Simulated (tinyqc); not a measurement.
Hueckel theory of the pi electrons with the omega technique, for the molecule O=CC=CC=O (SMILES; centres numbered as the heavy atoms are written), step by step. One step of it, computed by the program tinyqc.

Task: Omega technique, round 2. h_r = h_r(0) + omega q_r, omega = 1.4, with q_r = z_r - P_rr; 0.7 of the old diagonal is kept.

Hueckel matrix in units of beta (H = alpha + beta A):
```
          1O        2C        3C        4C        5C        6O
1O  1.000000  1.000000  0.000000  0.000000  0.000000  0.000000
2C  1.000000  0.000000  1.000000  0.000000  0.000000  0.000000
3C  0.000000  1.000000  0.000000  1.000000  0.000000  0.000000
4C  0.000000  0.000000  1.000000  0.000000  1.000000  0.000000
5C  0.000000  0.000000  0.000000  1.000000  0.000000  1.000000
6O  0.000000  0.000000  0.000000  0.000000  1.000000  1.000000
```

charge and bond-order matrix P:
```
           1O         2C         3C         4C         5C         6O
1O   1.330045   0.828234  -0.004762  -0.359865  -0.103548   0.254658
2C   0.828234   0.771396   0.471976   0.164292  -0.035959  -0.103548
3C  -0.004762   0.471976   0.898559   0.781301   0.164292  -0.359865
4C  -0.359865   0.164292   0.781301   0.898559   0.471976  -0.004762
5C  -0.103548  -0.035959   0.164292   0.471976   0.771396   0.828234
6O   0.254658  -0.103548  -0.359865  -0.004762   0.828234   1.330045
```

Centres:
```
centre  z_r, pi electrons of the neutral centre         h
1O                                            1  1.000000
2C                                            1  0.000000
3C                                            1  0.000000
4C                                            1  0.000000
5C                                            1  0.000000
6O                                            1  1.000000
```

Give: matrix after round 2.

Result:

matrix after round 2:
```
       1O     2C     3C     4C     5C     6O
1O  0.728  1.000  0.000  0.000  0.000  0.000
2C  1.000  0.194  1.000  0.000  0.000  0.000
3C  0.000  1.000  0.078  1.000  0.000  0.000
4C  0.000  0.000  1.000  0.078  1.000  0.000
5C  0.000  0.000  0.000  1.000  0.194  1.000
6O  0.000  0.000  0.000  0.000  1.000  0.728
```
